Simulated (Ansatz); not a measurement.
Input file for Ansatz (an electronic-structure program): U-CCSD(T)/cc-pVTZ on CH3O (SMILES C[O]), 2S+1 = 2, atoms moved off the minimum.

Ansatz 0.2 input:
```yaml
crystal:
  periodic: [false, false, false]
  atoms:
    - {symbol: C, position_ang: [-0.52093600, 0.03706867, 0.11958644]}
    - {symbol: O, position_ang: [0.76519429, -0.15695938, -0.08711878]}
    - {symbol: H, position_ang: [-0.91408265, 0.14270914, 1.12938941]}
    - {symbol: H, position_ang: [-0.84948579, 1.14810122, -0.17720373]}
    - {symbol: H, position_ang: [-1.15397351, -0.59903469, -0.61297402]}
basis:
  gaussian:
    orbitals: cc-pVTZ
magnetization: {spin_polarized: true, initial_magnetization: 1}
correlation: {method: ccsd_t, electrons: outside_noble_gas}
scf: {omitted_lower_state_checks: [cluster_reference]}
output: {forces: true}
```

Output:

```
WARN ansatz: RAYON_NUM_THREADS=1 ignored (pool sized by the plan → 1); use --threads N
Functional definition: HF
these checks for a lower state are left out or cut short: cluster_reference
integrals: 0.18 GiB planned
585 factors; integrals over basis functions are off by at most 9.6e-4 eV
mean field: 0.18 GiB planned
mean field evaluation 1: about -3111.0964 eV, gradient 2.0e1 eV
mean field evaluation 2: about -3111.0972 eV, gradient 2.0e1 eV
mean field evaluation 4: about -3113.8488 eV, gradient 4.2e0 eV
mean field evaluation 8: about -3114.2695 eV, gradient 1.2e-1 eV
mean field evaluation 16: about -3114.2711 eV, gradient 1.6e-6 eV
mean field evaluation 32: about -3113.9785 eV, gradient 4.5e0 eV
mean field -3114.27106015 eV, -114.4473505319 hartree, gradient 1.6e-6 eV, S^2 0.767023; 3 other end points of the search recorded, 0 dependent functions left out
2 core orbitals not correlated
reference -3114.27106015 eV, -114.4473505319 hartree; 7, 6 occupied and 93, 94 virtual orbitals, 585 factors
densities: 1.08 GiB planned
second order -10.14181504 eV of doubles, -0.00000000 eV of singles
coupled cluster: 0.71 GiB planned
cycle   1  -10.55430775 eV  change   -4.1e-1 eV  update   7.1e-2
cycle   2  -10.83668017 eV  change   -2.8e-1 eV  update   2.4e-2
cycle   3  -10.90717426 eV  change   -7.0e-2 eV  update   1.8e-2
cycle   4  -10.90915067 eV  change   -2.0e-3 eV  update   9.3e-3
cycle   5  -10.91349082 eV  change   -4.3e-3 eV  update   4.1e-3
cycle   6  -10.91508622 eV  change   -1.6e-3 eV  update   1.4e-3
cycle   7  -10.91475648 eV  change    3.3e-4 eV  update   6.0e-4
cycle   8  -10.91493653 eV  change   -1.8e-4 eV  update   4.1e-4
cycle   9  -10.91494005 eV  change   -3.5e-6 eV  update   3.6e-4
cycle  10  -10.91491482 eV  change    2.5e-5 eV  update   3.5e-4
cycle  11  -10.91517229 eV  change   -2.6e-4 eV  update   3.3e-4
cycle  12  -10.91519005 eV  change   -1.8e-5 eV  update   2.7e-4
cycle  13  -10.91526610 eV  change   -7.6e-5 eV  update   1.6e-4
cycle  14  -10.91514442 eV  change    1.2e-4 eV  update   8.4e-5
cycle  15  -10.91511037 eV  change    3.4e-5 eV  update   3.8e-5
cycle  16  -10.91512494 eV  change   -1.5e-5 eV  update   2.2e-5
cycle  17  -10.91513212 eV  change   -7.2e-6 eV  update   1.1e-5
cycle  18  -10.91513498 eV  change   -2.9e-6 eV  update   5.6e-6
cycle  19  -10.91513267 eV  change    2.3e-6 eV  update   2.4e-6
cycle  20  -10.91513247 eV  change    2.0e-7 eV  update   9.4e-7
cycle  21  -10.91513312 eV  change   -6.5e-7 eV  update   4.5e-7
cycle  22  -10.91513365 eV  change   -5.2e-7 eV  update   2.5e-7
cycle  23  -10.91513380 eV  change   -1.6e-7 eV  update   1.5e-7
cycle  24  -10.91513383 eV  change   -2.1e-8 eV  update   1.2e-7
cycle  25  -10.91513381 eV  change    1.7e-8 eV  update   1.1e-7
coupled cluster: 0.99 GiB planned
cycle   1  -10.91513387 eV  update   1.4e-7
cycle   2  -10.91513388 eV  change   -9.1e-9 eV  update   1.0e-7
cycle   3  -10.91513389 eV  change   -1.0e-8 eV  update   9.9e-8
cycle   4  -10.91513390 eV  change   -1.2e-8 eV  update   9.6e-8
cycle   5  -10.91513392 eV  change   -2.1e-8 eV  update   8.3e-8
perturbative correction -0.36737924 eV, -0.0135009380 hartree
the calculation of the forces begins
densities: 1.64 GiB planned
Total energy: -3125.55357331 eV, -114.8619752430 hartree
Atom 0 at    -0.520936     0.037069     0.119586 Å, force    -2.848462     1.231765    -2.116874 eV/Å
Atom 1 at     0.765194    -0.156959    -0.087119 Å, force     1.164808     0.244893     0.317287 eV/Å
Atom 2 at    -0.914083     0.142709     1.129389 Å, force     0.230805    -0.842123     0.605950 eV/Å
Atom 3 at    -0.849486     1.148101    -0.177204 Å, force     0.990550    -1.454521    -0.179250 eV/Å
Atom 4 at    -1.153974    -0.599035    -0.612974 Å, force     0.462298     0.819986     1.372887 eV/Å
Dipole moment:    -0.396305     0.124766     0.057538 e Å
Checks for a lower state left out: cluster_reference
```

The calculation finished and met its thresholds.

Cost: about 100 core-seconds (a rough figure).
